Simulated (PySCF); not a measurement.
## Gas-phase thermal properties of N₂

Computed with PySCF (xtb for GFN2) and rigid-rotor harmonic-oscillator thermochemistry at 1 bar. 'Table' is the NASA 1993 thermochemical table (part measured, part estimated). 6-31G* has spherical d functions here. All species are closed-shell singlets. B3LYP is the form with VWN-RPA correlation. The harmonic model lacks anharmonicity and excited electronic states, which grow with temperature; levels with a mode under 35 cm⁻¹ are left out.

```json
[
 {"level": "table", "point group": "-", "σ": "-", "ZPE (kJ/mol)": "-", "S°298 (J/mol/K)": "191.6", "Cp298 (J/mol/K)": "29.1", "S°1000 (J/mol/K)": "228.2", "H1000 − H298 (kJ/mol)": "21.5"},
 {"level": "B3LYP/6-31G*", "point group": "D∞h", "σ": "2", "ZPE (kJ/mol)": "14.7", "S°298 (J/mol/K)": "191.7", "Cp298 (J/mol/K)": "29.1", "S°1000 (J/mol/K)": "228.0", "H1000 − H298 (kJ/mol)": "21.3"},
 {"level": "GFN2-xTB", "point group": "D∞h", "σ": "2", "ZPE (kJ/mol)": "14.6", "S°298 (J/mol/K)": "191.6", "Cp298 (J/mol/K)": "29.1", "S°1000 (J/mol/K)": "227.9", "H1000 − H298 (kJ/mol)": "21.3"},
 {"level": "HF/6-31G*", "point group": "D∞h", "σ": "2", "ZPE (kJ/mol)": "16.5", "S°298 (J/mol/K)": "191.3", "Cp298 (J/mol/K)": "29.1", "S°1000 (J/mol/K)": "227.3", "H1000 − H298 (kJ/mol)": "21.1"},
 {"level": "PBE/def2-SVP", "point group": "D∞h", "σ": "2", "ZPE (kJ/mol)": "14.3", "S°298 (J/mol/K)": "191.8", "Cp298 (J/mol/K)": "29.1", "S°1000 (J/mol/K)": "228.2", "H1000 − H298 (kJ/mol)": "21.4"},
 {"level": "PBE0/def2-TZVP", "point group": "D∞h", "σ": "2", "ZPE (kJ/mol)": "14.9", "S°298 (J/mol/K)": "191.4", "Cp298 (J/mol/K)": "29.1", "S°1000 (J/mol/K)": "227.8", "H1000 − H298 (kJ/mol)": "21.3"}
]
```
σ: rotational symmetry number. Electronic degeneracy used: 1. Frequencies are unscaled.
